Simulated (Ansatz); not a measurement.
## SeF, doublet in cc-pVDZ: errors against UCCSDT(Q)

Geometry: a PBE0/def2-TZVP stationary point for this spin.

```tsv
atom	x (Å)	y (Å)	z (Å)
F	0.0000	0.0000	0.0000
Se	0.0000	0.0000	1.7375
```

Basis cc-pVDZ; Ansatz 0.2.0. Correlated methods freeze the noble-gas cores and the filled d shells of p-block atoms, which leaves 13 electrons in 26 orbitals. Prefix R: restricted or restricted open-shell reference; prefix U: unrestricted. Active spaces: valence = (13e, 8o) chosen from the atoms' valence shells. No spin–orbit coupling is included, and no scalar relativity.

Full CI isn't at hand for all of this; UCCSDT(Q) serves as the reference, and is uncertain by about the last step of the cluster series. The frozen core follows each run's orbitals, which can shift R against U totals by a few meV for light atoms and by up to 0.1 eV past Ca.

The UHF ⟨S²⟩ is 0.759, the T1 diagnostic (RCCSD) is 0.0207 and the largest doubles amplitude (RCCSD) is 0.075. The T1 diagnostic (UCCSD) is 0.0189.

| level | E − E(RHF) (eV) |
| --- | --- |
| UHF | -0.1057 |
| UMP2 | -7.7173 |
| UCCSD | -8.1329 |
| UCCSD(T) | -8.2947 |

(1) Estimate how far UCCSDT(Q) in cc-pVDZ lies from UCCSD(T). The table doesn't fix it; the size of (T) and the diagnostics are the guide.

(1) UCCSDT(Q) in cc-pVDZ lies 37 meV below UCCSD(T), which is 23 % of the (T) step (-162 meV). The diagnostics are small and one determinant leads, so the series closes fast and only a small part of (T) is left.

The other levels:

| level | E − E(UCCSDT(Q)) (meV) | share of correlation (%) | wall time |
| --- | --- | --- | --- |
| UCCSDT | 22 | 99.74 | – |

The correlation energy at UCCSDT(Q), counted from RHF, is -8.332 eV. That run took 16 s on 1 thread of Arm Neoverse N1, shared host.

Run but not shown, since their state or frozen core can't be matched to the reference's or they repeat it: RHF, RMP2, CISD, RCCSD, RCCSD(T), BCCD(T), RCCSDT, RCCSDT(Q), CASSCF (valence space), NEVPT2 (valence space), MRCISD (valence space), MRCISD+Q (valence space).

Times hold each run's SCF and search for its determinant on a shared host, so for small cases they say little of a method's own cost; they ran on 1 thread of Arm Neoverse N1.

Natural occupations of CASSCF (valence space) about the gap: 2.000 1.998 1.992 1.960 1.008 0.043; effectively unpaired electrons, Σ n²(2−n)², 1.01.

Atomization energy (electronic, same basis, no zero-point term; atoms at the same level, unrestricted beside the R rows where the molecule is a closed shell, but restricted open-shell past Ca, as are all atoms' steps beyond CCSDT(Q)) at UCCSDT(Q): 250.5 kJ/mol. Errors of other levels:

```json
{"level": "UHF", "error (kJ/mol)": "-152.7"}
{"level": "UMP2", "error (kJ/mol)": "14.4"}
{"level": "UCCSD", "error (kJ/mol)": "-13.2"}
{"level": "UCCSD(T)", "error (kJ/mol)": "-2.3"}
{"level": "UCCSDT", "error (kJ/mol)": "-1.6"}
```

This basis is far from its limit, so the value isn't to be set against a measured one.
